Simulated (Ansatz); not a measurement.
The cluster SiO₂⁺. Total charge 1; quartet. Geometry PBE0-D4/def2-TZVP; atoms count from 1.

```xyz
3

Si   -0.840    0.458   -0.482
O     0.807    0.299    0.068
O     0.033   -0.757    0.414
```

The structure holds 1 bond(s) between oxygen atoms. At PBE0-D4/def2-TZVP a doublet of charge 1 lies 3.83 eV below the quartet, each at its own geometry. Another isomer (doublet) lies 0.25 eV lower at r2SCAN-D4/def2-TZVP.

**Question.** Estimate the Mulliken populations from the PBE0/def2-TZVP orbitals of Ansatz.

**Answer.** 
| atom | charge (e) | spin (α − β) |
| --- | --- | --- |
| Si1 | 0.82 | 1.85 |
| O2 | 0.09 | 0.57 |
| O3 | 0.09 | 0.57 |
Mulliken values and Mayer orders depend strongly on the basis.

**Question.** Where does the spin sit?

**Answer.** Summed by element: Si 1.85, O 1.15, of 3 unpaired in all. Largest on single atoms: Si1 1.85, O2 0.57, O3 0.57.

**Question.** And the Mayer bond orders between bonded heavy atoms (over 0.3)?

**Answer.** Si1–O2 0.90 (1.74 Å); Si1–O3 0.90 (1.74 Å); O2–O3 1.27 (1.35 Å).
